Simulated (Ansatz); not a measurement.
# BClFH: the cost of one run

Program: Ansatz 0.2.0. Level of theory: RKS PBE-D4/def2-SVP. These are calculated values, not measurements.

### Step 1. The structure to begin with

Bond lengths: B1–Cl2 1.860 Å, B1–F3 1.320 Å, B1–H4 1.190 Å. Angles: Cl2–B1–F3 120.0°, Cl2–B1–H4 120.0°, F3–B1–H4 120.0°.

As a file:

```xyz
4

B     0.0000    0.0000    0.0000
Cl    0.0000    0.0000    1.8600
F     1.1431    0.0000   -0.6600
H    -1.0305    0.0000   -0.5950
```

### Step 2. Preparing the start

The input, input.yaml:

```yaml
crystal:
  periodic: [false, false, false]
  atoms:
    - { symbol: B, position_ang: [0.0, 0.0, 0.0] }
    - { symbol: Cl, position_ang: [0.0, 0.0, 1.86] }
    - { symbol: F, position_ang: [1.1431, 0.0, -0.66] }
    - { symbol: H, position_ang: [-1.0305, 0.0, -0.595] }
basis:
  gaussian: { orbitals: def2-SVP }
hamiltonian:
  xc: pbe
  dispersion: d4
relax:
  f_tol: 0.02
  max_steps: 40
```

On the command line:

```bash
$ ansatz run input.yaml --threads 1 --pin off --max-ram 2048MiB --backend cpu --events-out ev --progress --plain --runs-dir out
```

What time and memory should one allow on 1 thread of Arm Neoverse V2, shared host?

About 6.6 s, with a peak of 0.12 GiB.
